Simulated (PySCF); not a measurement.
## How far each method lies from full CI for AsH⁺, quartet

Geometry: a PBE0/def2-TZVP stationary point for this spin. The doublet lies 1.6 eV lower here.

```xyz
2

As    0.0000    0.0000    0.0000
H     0.0000    0.0000    1.6414
```

Basis cc-pVTZ; PySCF 2.14.0. Correlated methods freeze the noble-gas cores and the filled d shells of p-block atoms, which leaves 5 electrons in 43 orbitals. R marks a restricted (for open shells ROHF) determinant, U an unrestricted one. No spin–orbit coupling is included, and no scalar relativity.

Full CI is exact within this basis and frozen core; it isn't the basis-set limit. The frozen core follows each run's orbitals, which can shift R against U totals by a few meV for light atoms and by up to 0.1 eV past Ca.

```
UHF ⟨S²⟩                          : 3.764
T1 diagnostic (ROHF- or RHF-based CCSD)             : 0.0212
largest doubles amplitude (ROHF- or RHF-based CCSD) : 0.092
```

| level | E − E(full CI) (meV) | share of correlation (%) | wall time |
| --- | --- | --- | --- |
| RHF | 2497 | 0.00 | – |
| RMP2 | 528 | 78.85 | – |
| RCCSD | 96 | 96.17 | – |
| RCCSD(T) | 19 | 99.23 | 2.9 s |
| RCCSDT | 2 | 99.90 | 38 s |

The correlation energy at full CI, counted from RHF, is -2.497 eV. Full CI, over all symmetries tried, took 15 min on 1 thread of Arm Neoverse V1, shared host; the state has 1,326,860 determinants.

Run but not shown, since their state, orbitals or frozen core can't be matched to the reference's or they repeat it: UHF, UMP2, UCCSD, UCCSD(T).

Times are those of the correlated step on a shared host, with one SCF added for the restricted CCSD run; they ran on 1 thread of Arm Neoverse V1.

The full-CI state has the irrep A2 of C2v, in the program's axes (one component, if the state is degenerate).

Natural occupations of full CI about the gap: 1.938 0.996 0.988 0.988 0.029 0.010 0.010 0.009 0.009 0.005; effectively unpaired electrons, Σ n²(2−n)², 3.02.
